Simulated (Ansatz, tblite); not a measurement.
**The cluster Ru2H−: one state, many levels**

How do method and basis change the picture of the cluster Ru2H− (singlet)?

Program: Ansatz 0.2.0, Gaussian basis. Level of theory: as each input shows. These are calculated values, not measurements.

Levels to be run: GFN1-xTB, GFN2-xTB, PBE-D4/def2-TZVPD, r2SCAN-D4/def2-TZVPD, r2SCAN0-D4/def2-TZVPD, PBE-QIDH/def2-TZVPD, BHLYP-D4/def2-TZVPD, HF/def2-TZVPD, B97M-V/def2-TZVPD, PBE-D4/def2-SVPD, PBE0-D4/def2-SVPD, CCSD(T)/def2-TZVPPD, MP2/def2-TZVPD.

6 further runs of the same task are left out: 1 that didn't finish, 5 set aside as unsound or not needed. Runs told in other sessions of the task aren't counted.

## 1. The geometry

The geometry is that of the singlet, from an earlier relaxation (r2SCAN-D4/def2-TZVPD). At that level it is the lowest of the isomers that a small search found.

3 atoms, charge -1, spin multiplicity 1.

Bond lengths: Ru1–Ru2 2.001 Å, Ru1–H3 1.656 Å. Angles: Ru2–Ru1–H3 118.0°.

Ru takes a core potential in the def2 sets. No spin-orbit coupling is included. The ion is computed in the gas phase, without counter-ions or solvent.

PBE0-D4/def2-TZVPD was run before; its log isn't repeated, and its numbers join the tables.

## 2. GFN1-xTB

Tight binding, by tblite at 300 K electronic temperature and without a spin-polarisation term:

```python
tblite.interface.Calculator('GFN1-xTB', numbers, positions, charge=-1, uhf=0).singlepoint()
```

Energy -199.5231 eV, HOMO -3.46 eV, LUMO -3.06 eV; 0.002 s.

## 3. GFN2-xTB

Tight binding, by tblite at 300 K electronic temperature and without a spin-polarisation term:

```python
tblite.interface.Calculator('GFN2-xTB', numbers, positions, charge=-1, uhf=0).singlepoint()
```

Energy -183.2701 eV, HOMO -0.87 eV, LUMO -0.44 eV; 0.003 s.

## 4. PBE-D4/def2-TZVPD

start.molden holds the orbitals of an earlier run on this state, given as this run's starting guess.

Contents of in.yaml:

```yaml
crystal:
  periodic: [false, false, false]
  atoms:
    - {symbol: Ru, position_ang: [0.585297, -0.127867, 0.213059]}
    - {symbol: Ru, position_ang: [-1.193794, -0.459130, 1.066957]}
    - {symbol: H, position_ang: [0.608496, 0.587007, -1.280016]}
basis:
  gaussian: {orbitals: def2-TZVPD, initial_orbitals: start.molden}
total_charge: -1
hamiltonian: {xc: pbe, dispersion: d4}
scf: {omitted_lower_state_checks: [starts]}
output: {orbitals: {seedname: orbitals}}
```

Command:

```bash
> ansatz run in.yaml --threads 4 --pin off --events-out ev --progress --plain --max-ram 3916MiB
```

After this run come: r2SCAN-D4/def2-TZVPD; r2SCAN0-D4/def2-TZVPD; PBE-QIDH/def2-TZVPD; BHLYP-D4/def2-TZVPD; HF/def2-TZVPD; B97M-V/def2-TZVPD; PBE-D4/def2-SVPD; PBE0-D4/def2-SVPD; CCSD(T)/def2-TZVPPD; MP2/def2-TZVPD.

**Question.** What will the summary of the whole plan be? Wanted: gap in def2-TZVPD, named functionals and Hartree-Fock, smallest and largest; correlation energy, CCSD(T)/def2-TZVPPD; correlation energy, MP2/def2-TZVPD; PBE0 total energy, smallest basis above largest.

**Answer**, as computed:

| quantity | value |
| --- | --- |
| gap in def2-TZVPD, named functionals and Hartree-Fock, smallest and largest | 0.11 eV (r2SCAN-D4), 5.01 eV (HF) |
| correlation energy, CCSD(T)/def2-TZVPPD | -35.68 eV |
| correlation energy, MP2/def2-TZVPD | -31.58 eV |
| PBE0 total energy, smallest basis above largest | 1.43 eV (def2-SVPD, def2-TZVPD) |

What this shows: Over the named functionals and Hartree-Fock in def2-TZVPD the gap runs from 0.11 eV (r2SCAN-D4) to 5.01 eV (HF); exact exchange widens it. PBE-D4 leaves an empty level below a filled one, so this occupation isn't an aufbau state there; left out of the range. r2SCAN-D4, B97M-V, PBE0-D4, r2SCAN0-D4 put the HOMO above zero; others here keep it below zero, so the sign hangs on the functional's self-interaction and doesn't show that the species is unbound. Notes on CCSD(T)/def2-TZVPPD: large T1 diagnostic, state flagged by the program.
